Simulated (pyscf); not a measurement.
PySCF, gas phase, ωB97X-D3(BJ)/def2-SVP geometries.

Problem. Estimate by transition-state theory (the high-pressure limit) the rate constant of `[Cl][AlH][Cl]` + `[CH2]=[CH2]` → `[Cl][CH2][CH2][AlH][Cl]` (singlet surface; Al–Cl broken, C–Cl, Al–C formed) at 298 K, with ωB97M-D3(BJ)/def2-TZVP energies (ideal gas, 1 atm, RRHO with modes under 100 cm⁻¹ raised to 100, one conformer, R ln 2 for rigid chiral ones; no tunnelling).

Solution. The electronic barrier is 14.2 kcal/mol and the thermal terms add +12.4, so ΔG‡ = 26.6 kcal/mol. With k_BT/h = 6.21e+12 s⁻¹ and RT = 0.592 kcal/mol, and a volume of 4.06e-20 cm³ per molecule at 1 atm, k = 8.0e-27 cm³ molecule⁻¹ s⁻¹. The product is born with the 2 kcal/mol of the reverse barrier and needs collisions to keep. Wigner's tunnelling factor for 313i cm⁻¹ would be 1.10. The way back has so low a barrier that the product returns at once, so this is no net rate. A shift of 1 kcal/mol in the barrier changes k by a factor 5.4. On the reactant side the descent ends in a bound adduct, 15.0 kcal/mol under the separated species and 25.6 kcal/mol under the saddle at ωB97X-D3(BJ)/def2-TZVP. What is counted as broken (Al–Cl) persists as a longer contact in the product adduct; parting that adduct is a step of its own. At ωB97X-D3(BJ) the barrier from the zero used here is 10.5 kcal/mol. The same reactants have a lower exit, to H₃C–CH₂–Al(Cl)–Cl (barrier +5.8 kcal/mol at ωB97M-D3(BJ), against +14.2 kcal/mol here). Cl–CH₂–CH₂–AlH–Cl is closed by a dative Al–Cl contact. Cl–CH₂–CH₂–AlH–Cl lies 47.1 kcal/mol over its isomer H₃C–CH₂–Al(Cl)–Cl, and others may lie lower still (electronic energy, ωB97M-D3(BJ)). This is the saddle that the search found; another between the same sides may lie lower.
